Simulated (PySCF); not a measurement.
Nitrosyl chloride, ClNO.
SMILES: `O=NCl`

Level: wB97X-D/def2-SVPD in PySCF, non-relativistic, on one gas-phase PBE0-D3(BJ)/def2-SVP geometry that isn't relaxed in the solvent. The solvent is an IEF-PCM continuum (Bondi radii, 1.10 Å for H, scaled by 1.2), and excitations are vertical TDDFT with non-equilibrium linear response and a frozen core. Only the electrostatic response of the medium enters.

Gas-phase singlets (H = HOMO, L = LUMO):

| state | E (eV) | λ (nm) | f | leading configuration |
| --- | --- | --- | --- | --- |
| S1 | 2.706 | 458 | 0.000 | H→L 94% |
| S2 | 3.879 | 320 | 0.000 | H-1→L 94% |
| S3 | 4.128 | 300 | 0.000 | H-2→L 81% |
| S4 | 4.938 | 251 | 0.002 | H-1→L+1 88% |
| S5 | 5.038 | 246 | 0.000 | H-2→L+1 100% |

**Question.** How does the list change in cyclohexane (ε = 2.017)?

**Answer.** 
```tsv
state	E (eV)	λ (nm)	f	leading configuration	change by rank (eV)
S1	2.752	451	0.000	H→L 96%	+0.046
S2	3.985	311	0.000	H-1→L 96%	+0.106
S3	4.200	295	0.000	H-2→L 80%	+0.072
S4	4.999	248	0.003	H-1→L+1 90%	+0.061
S5	5.093	243	0.000	H-2→L+1 100%	+0.055
```

**Question.** Give the list for methanol (ε = 32.61), n² = 1.77.

**Answer.** 
```csv
state,E (eV),λ (nm),f,leading configuration,change by rank (eV)
S1,2.846,436,0.000,H→L 97%,+0.140
S2,4.158,298,0.000,H-1→L 97%,+0.279
S3,4.328,286,0.001,H-2→L 79%,+0.200
S4,5.119,242,0.003,H-1→L+1 92%,+0.181
S5,5.195,239,0.000,H-2→L+1 100%,+0.157
```

**Question.** The ground-state energy changes by -0.109 eV from gas to methanol. By how much does the total energy of gas-phase S1 change?

**Answer.** E(S1) = E(S0) + excitation energy, so it changes by -0.109 + 0.140 = +0.031 eV: it isn't lowered at all, while the ground state is. This is the vertical state, with the slow part of the continuum still set for S0.

**Question.** How do the frontier levels move from gas to methanol?

**Answer.** 
```tsv
orbital	gas (eV)	solvent (eV)	change (eV)
LUMO+2	3.08	3.21	+0.13
LUMO+1	-0.60	-0.51	+0.09
LUMO	-2.00	-1.80	+0.20
HOMO	-10.60	-10.53	+0.07
HOMO-1	-11.04	-11.10	-0.06
HOMO-2	-11.18	-11.22	-0.04
HOMO-3	-17.54	-17.37	+0.17
```

The HOMO–LUMO gap goes from 8.60 to 8.73 eV. Rows go by rank; for LUMO+2 the atom shares or the degeneracy differ between the runs, so the row needn't follow one orbital.

wB97X-D is run here without its empirical dispersion term; that term would change no orbital, density or response property at a fixed geometry.
